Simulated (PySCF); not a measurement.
## Dipole moment and polarisability of phosphorus pentafluoride

Phosphorus pentafluoride, PF₅.
Atom-mapped SMILES: `[F:1][P:2]([F:3])([F:4])([F:5])[F:6]`

Structure used (PBE0-D3(BJ)/def2-SVP), in Å, numbered top down from 1:
```
atom  x, y, z in Å
F1     1.5621    0.2218   -0.2081
P2    -0.0008    0.0166    0.0200
F3    -0.2284    1.5609   -0.1246
F4     0.2881   -0.5995    1.4332
F5    -0.0613   -0.9000   -1.2514
F6    -1.5630   -0.1951    0.2480
```

Level: CAM-B3LYP/def2-SVPD (PySCF), static field, nuclei fixed, core orbitals frozen in the response. The polarisability tensor in these axes (au):

```
x   27.11  0.12 -0.14
y    0.12 26.16 -0.01
z   -0.14 -0.01 26.25
```

Task: What are the eigenvalues, a third of the trace, and Δα (Δα² = ½Σ(αi − αj)² over the three pairs)?

Result: Principal values 26.15, 26.22 and 27.15 au; mean 26.51 au = 3.93 Å³ = 4.37 × 10⁻⁴⁰ C²·m²/J; Δα = 0.96 au (4 % of the mean).

Task: What is the dipole moment?

Result: 0.01 D; point group D3h allows none, and the residue is numerical.

Task: Estimate the molar refractivity from the static electronic polarisability.

Result: Lorentz–Lorenz: R = (4π/3)N_A α = 2.5225 cm³/(mol·Å³) × 3.93 Å³ = 9.9 cm³/mol, in the limit of long wavelengths.

Task: Form Σ f/ω² (atomic units) for the 6 lowest TDDFT singlets, given as eV and f, and set it beside the mean polarisability, which is this sum over all singlets: 10.13, 0.0000; 10.15, 0.0000; 10.87, 0.0255; 10.87, 0.0263; 11.34, 0.1502; 11.49, 0.0000.

Result: They add up to 1.19 au, 4.5 % of the 26.51 au; the largest single term is 0.86 au, from the state at 11.34 eV. Terms in order: 0.00, 0.00, 0.16, 0.16, 0.86, 0.00 au. Higher excitations give the rest. The strengths listed sum to 0.202.

Task: What would n − 1 = 2πNα be for an ideal gas of these molecules at 500 K and 1 atm, electronic part alone?

Result: N = p/kT = 1.4678 × 10¹⁹ cm⁻³, so n − 1 = 2π × N × 3.93 × 10⁻²⁴ cm³ = 362 × 10⁻⁶ at long wavelengths.

Isolated species at its PBE0-D3(BJ)/def2-SVP geometry, gas phase.
